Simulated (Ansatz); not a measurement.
Ansatz (an electronic-structure program) input (B3LYP-D3(BJ)/def2-TZVP):

Ansatz 0.2 input:
```yaml
crystal:
  periodic: [false, false, false]
  atoms:
    - {symbol: C, position_ang: [-0.30533261, -1.70728978, 0.02202826]}
    - {symbol: C, position_ang: [0.49586612, -0.60667486, -0.00020802]}
    - {symbol: C, position_ang: [-0.03560035, 0.72219420, -0.00712747]}
    - {symbol: H, position_ang: [0.36628103, -2.59455723, 0.02243663]}
    - {symbol: H, position_ang: [1.59772456, -0.59297275, -0.01500254]}
    - {symbol: N, position_ang: [-0.41337207, 1.81973609, -0.01365582]}
basis:
  gaussian:
    orbitals: def2-TZVP
hamiltonian:
  xc: b3lyp
  dispersion: d3bj
total_charge: -1
phonons: {temperatures: {t_min: 298.15, t_max: 298.15, t_step: 100}}
```

Output:

```
Functional definition: B3LYP
integrals: 0.04 GiB planned
783 factors; their error is unknown
mean field: 0.43 GiB planned
mean field evaluation 1: about -4629.2457 eV, gradient 4.2e1 eV
mean field evaluation 2: about -4622.1831 eV, gradient 6.7e1 eV
mean field evaluation 4: about -4633.3573 eV, gradient 5.9e0 eV
mean field evaluation 8: about -4633.4368 eV, gradient 1.4e-1 eV
mean field evaluation 16: about -4633.4387 eV, gradient 1.0e-4 eV
mean field -4633.43868526 eV, -170.2757310257 hartree, gradient 1.7e-5 eV, S^2 0.000000; 0 other end points of the search recorded, 0 dependent functions left out
the calculation of the forces begins
reference -4633.43889214 eV, -170.2757386283 hartree; 14, 14 occupied and 122, 122 virtual orbitals, 783 factors
these checks for a lower state are left out or cut short: stability, starts, cluster_reference, orbital_swaps, neighbouring_geometries, increment
integrals: 0.04 GiB planned
783 factors; their error is unknown
mean field: 0.43 GiB planned
mean field -4633.43858390 eV, -170.2757273007 hartree, gradient 2.3e-6 eV, S^2 0.000000; 0 other end points of the search recorded, 0 dependent functions left out
the calculation of the forces begins
reference -4633.43879071 eV, -170.2757349009 hartree; 14, 14 occupied and 122, 122 virtual orbitals, 783 factors
these checks for a lower state are left out or cut short: stability, starts, cluster_reference, orbital_swaps, neighbouring_geometries, increment
integrals: 0.04 GiB planned
783 factors; their error is unknown
mean field: 0.43 GiB planned
mean field evaluation 32: about -4633.4386 eV, gradient 5.2e-3 eV
mean field -4633.43858903 eV, -170.2757274895 hartree, gradient 2.4e-6 eV, S^2 0.000000; 0 other end points of the search recorded, 0 dependent functions left out
the calculation of the forces begins
reference -4633.43879598 eV, -170.2757350946 hartree; 14, 14 occupied and 122, 122 virtual orbitals, 783 factors
these checks for a lower state are left out or cut short: stability, starts, cluster_reference, orbital_swaps, neighbouring_geometries, increment
integrals: 0.04 GiB planned
783 factors; their error is unknown
mean field: 0.43 GiB planned
mean field -4633.43862722 eV, -170.2757288930 hartree, gradient 2.4e-6 eV, S^2 0.000000; 0 other end points of the search recorded, 0 dependent functions left out
the calculation of the forces begins
reference -4633.43883419 eV, -170.2757364988 hartree; 14, 14 occupied and 122, 122 virtual orbitals, 783 factors
these checks for a lower state are left out or cut short: stability, starts, cluster_reference, orbital_swaps, neighbouring_geometries, increment
integrals: 0.04 GiB planned
783 factors; their error is unknown
mean field: 0.43 GiB planned
mean field -4633.43857486 eV, -170.2757269685 hartree, gradient 2.3e-6 eV, S^2 0.000000; 0 other end points of the search recorded, 0 dependent functions left out
the calculation of the forces begins
reference -4633.43878165 eV, -170.2757345680 hartree; 14, 14 occupied and 122, 122 virtual orbitals, 783 factors
these checks for a lower state are left out or cut short: stability, starts, cluster_reference, orbital_swaps, neighbouring_geometries, increment
integrals: 0.04 GiB planned
783 factors; their error is unknown
mean field: 0.43 GiB planned
mean field -4633.43852108 eV, -170.2757249922 hartree, gradient 2.4e-6 eV, S^2 0.000000; 0 other end points of the search recorded, 0 dependent functions left out
the calculation of the forces begins
reference -4633.43872802 eV, -170.2757325973 hartree; 14, 14 occupied and 122, 122 virtual orbitals, 783 factors
these checks for a lower state are left out or cut short: stability, starts, cluster_reference, orbital_swaps, neighbouring_geometries, increment
integrals: 0.04 GiB planned
[...]
the calculation of the forces begins
reference -4633.43880959 eV, -170.2757355947 hartree; 14, 14 occupied and 122, 122 virtual orbitals, 783 factors
these checks for a lower state are left out or cut short: stability, starts, cluster_reference, orbital_swaps, neighbouring_geometries, increment
integrals: 0.04 GiB planned
783 factors; their error is unknown
mean field: 0.43 GiB planned
mean field evaluation 96: about -4633.4367 eV, gradient 4.9e-1 eV
mean field -4633.43846042 eV, -170.2757227630 hartree, gradient 2.4e-6 eV, S^2 0.000000; 0 other end points of the search recorded, 0 dependent functions left out
the calculation of the forces begins
reference -4633.43866729 eV, -170.2757303655 hartree; 14, 14 occupied and 122, 122 virtual orbitals, 783 factors
these checks for a lower state are left out or cut short: stability, starts, cluster_reference, orbital_swaps, neighbouring_geometries, increment
integrals: 0.04 GiB planned
783 factors; their error is unknown
mean field: 0.43 GiB planned
mean field -4633.43848721 eV, -170.2757237476 hartree, gradient 2.3e-6 eV, S^2 0.000000; 0 other end points of the search recorded, 0 dependent functions left out
the calculation of the forces begins
reference -4633.43869409 eV, -170.2757313503 hartree; 14, 14 occupied and 122, 122 virtual orbitals, 783 factors
these checks for a lower state are left out or cut short: stability, starts, cluster_reference, orbital_swaps, neighbouring_geometries, increment
integrals: 0.04 GiB planned
783 factors; their error is unknown
mean field: 0.43 GiB planned
mean field -4633.43864953 eV, -170.2757297126 hartree, gradient 2.3e-6 eV, S^2 0.000000; 0 other end points of the search recorded, 0 dependent functions left out
the calculation of the forces begins
reference -4633.43885643 eV, -170.2757373160 hartree; 14, 14 occupied and 122, 122 virtual orbitals, 783 factors
these checks for a lower state are left out or cut short: stability, starts, cluster_reference, orbital_swaps, neighbouring_geometries, increment
integrals: 0.04 GiB planned
783 factors; their error is unknown
mean field: 0.43 GiB planned
mean field -4633.43864927 eV, -170.2757297033 hartree, gradient 2.3e-6 eV, S^2 0.000000; 0 other end points of the search recorded, 0 dependent functions left out
the calculation of the forces begins
reference -4633.43885613 eV, -170.2757373051 hartree; 14, 14 occupied and 122, 122 virtual orbitals, 783 factors
these checks for a lower state are left out or cut short: stability, starts, cluster_reference, orbital_swaps, neighbouring_geometries, increment
integrals: 0.04 GiB planned
783 factors; their error is unknown
mean field: 0.43 GiB planned
mean field evaluation 128: about -4633.4384 eV, gradient 3.9e-1 eV
mean field -4633.43866307 eV, -170.2757302103 hartree, gradient 2.3e-6 eV, S^2 0.000000; 0 other end points of the search recorded, 0 dependent functions left out
the calculation of the forces begins
reference -4633.43886991 eV, -170.2757378115 hartree; 14, 14 occupied and 122, 122 virtual orbitals, 783 factors
these checks for a lower state are left out or cut short: stability, starts, cluster_reference, orbital_swaps, neighbouring_geometries, increment
integrals: 0.04 GiB planned
783 factors; their error is unknown
mean field: 0.43 GiB planned
mean field -4633.43863758 eV, -170.2757292737 hartree, gradient 2.3e-6 eV, S^2 0.000000; 0 other end points of the search recorded, 0 dependent functions left out
the calculation of the forces begins
reference -4633.43884450 eV, -170.2757368778 hartree; 14, 14 occupied and 122, 122 virtual orbitals, 783 factors
these checks for a lower state are left out or cut short: stability, starts, cluster_reference, orbital_swaps, neighbouring_geometries, increment
integrals: 0.04 GiB planned
783 factors; their error is unknown
mean field: 0.43 GiB planned
mean field -4633.43860832 eV, -170.2757281983 hartree, gradient 2.3e-6 eV, S^2 0.000000; 0 other end points of the search recorded, 0 dependent functions left out
the calculation of the forces begins
reference -4633.43881517 eV, -170.2757357998 hartree; 14, 14 occupied and 122, 122 virtual orbitals, 783 factors
these checks for a lower state are left out or cut short: stability, starts, cluster_reference, orbital_swaps, neighbouring_geometries, increment
integrals: 0.04 GiB planned
783 factors; their error is unknown
mean field: 0.43 GiB planned
mean field -4633.43858037 eV, -170.2757271711 hartree, gradient 2.4e-6 eV, S^2 0.000000; 0 other end points of the search recorded, 0 dependent functions left out
the calculation of the forces begins
reference -4633.43878728 eV, -170.2757347749 hartree; 14, 14 occupied and 122, 122 virtual orbitals, 783 factors
these checks for a lower state are left out or cut short: stability, starts, cluster_reference, orbital_swaps, neighbouring_geometries, increment
integrals: 0.04 GiB planned
783 factors; their error is unknown
mean field: 0.43 GiB planned
mean field evaluation 160: about -4633.4387 eV, gradient 5.2e-3 eV
mean field -4633.43867876 eV, -170.2757307868 hartree, gradient 2.4e-6 eV, S^2 0.000000; 0 other end points of the search recorded, 0 dependent functions left out
the calculation of the forces begins
reference -4633.43888563 eV, -170.2757383892 hartree; 14, 14 occupied and 122, 122 virtual orbitals, 783 factors
these checks for a lower state are left out or cut short: stability, starts, cluster_reference, orbital_swaps, neighbouring_geometries, increment
integrals: 0.04 GiB planned
783 factors; their error is unknown
mean field: 0.43 GiB planned
mean field -4633.43866872 eV, -170.2757304181 hartree, gradient 2.3e-6 eV, S^2 0.000000; 0 other end points of the search recorded, 0 dependent functions left out
the calculation of the forces begins
reference -4633.43887561 eV, -170.2757380210 hartree; 14, 14 occupied and 122, 122 virtual orbitals, 783 factors
these checks for a lower state are left out or cut short: stability, starts, cluster_reference, orbital_swaps, neighbouring_geometries, increment
integrals: 0.04 GiB planned
783 factors; their error is unknown
mean field: 0.43 GiB planned
mean field -4633.43862688 eV, -170.2757288805 hartree, gradient 2.3e-6 eV, S^2 0.000000; 0 other end points of the search recorded, 0 dependent functions left out
the calculation of the forces begins
reference -4633.43883380 eV, -170.2757364845 hartree; 14, 14 occupied and 122, 122 virtual orbitals, 783 factors
these checks for a lower state are left out or cut short: stability, starts, cluster_reference, orbital_swaps, neighbouring_geometries, increment
integrals: 0.04 GiB planned
783 factors; their error is unknown
mean field: 0.43 GiB planned
mean field -4633.43865537 eV, -170.2757299272 hartree, gradient 2.4e-6 eV, S^2 0.000000; 0 other end points of the search recorded, 0 dependent functions left out
the calculation of the forces begins
reference -4633.43886220 eV, -170.2757375283 hartree; 14, 14 occupied and 122, 122 virtual orbitals, 783 factors
these checks for a lower state are left out or cut short: stability, starts, cluster_reference, orbital_swaps, neighbouring_geometries, increment
integrals: 0.04 GiB planned
783 factors; their error is unknown
mean field: 0.43 GiB planned
mean field evaluation 192: about -4633.4385 eV, gradient 2.3e-6 eV
mean field -4633.43848340 eV, -170.2757236074 hartree, gradient 2.3e-6 eV, S^2 0.000000; 0 other end points of the search recorded, 0 dependent functions left out
the calculation of the forces begins
reference -4633.43869026 eV, -170.2757312096 hartree; 14, 14 occupied and 122, 122 virtual orbitals, 783 factors
these checks for a lower state are left out or cut short: stability, starts, cluster_reference, orbital_swaps, neighbouring_geometries, increment
integrals: 0.04 GiB planned
783 factors; their error is unknown
mean field: 0.43 GiB planned
mean field -4633.43856204 eV, -170.2757264975 hartree, gradient 2.4e-6 eV, S^2 0.000000; 0 other end points of the search recorded, 0 dependent functions left out
the calculation of the forces begins
reference -4633.43876893 eV, -170.2757341006 hartree; 14, 14 occupied and 122, 122 virtual orbitals, 783 factors
Total energy: -4633.61132637 eV, -170.2820754695 hartree
Atom 0 at    -0.305333    -1.707290     0.022028 Å, force     0.000140     0.001067    -0.000013 eV/Å
Atom 1 at     0.495866    -0.606675    -0.000208 Å, force    -0.000542    -0.000250     0.000010 eV/Å
Atom 2 at    -0.035600     0.722194    -0.007127 Å, force    -0.000054    -0.001470     0.000016 eV/Å
Atom 3 at     0.366281    -2.594557     0.022437 Å, force     0.000446    -0.000066    -0.000005 eV/Å
Atom 4 at     1.597725    -0.592973    -0.015003 Å, force     0.000079    -0.000278     0.000002 eV/Å
Atom 5 at    -0.413372     1.819736    -0.013656 Å, force    -0.000069     0.000997    -0.000010 eV/Å
Dipole moment:     0.637863     0.197706    -0.010562 e Å
Vibrations: 265.10 385.16 621.48 706.72 888.31 1009.38 1149.72 1311.14 1470.67 2255.26 2815.46 2913.66 cm⁻¹, zero-point energy 0.978983 eV
```

It need not be the lowest isomer of its formula. Whether it binds its extra electron was not tested at this geometry.
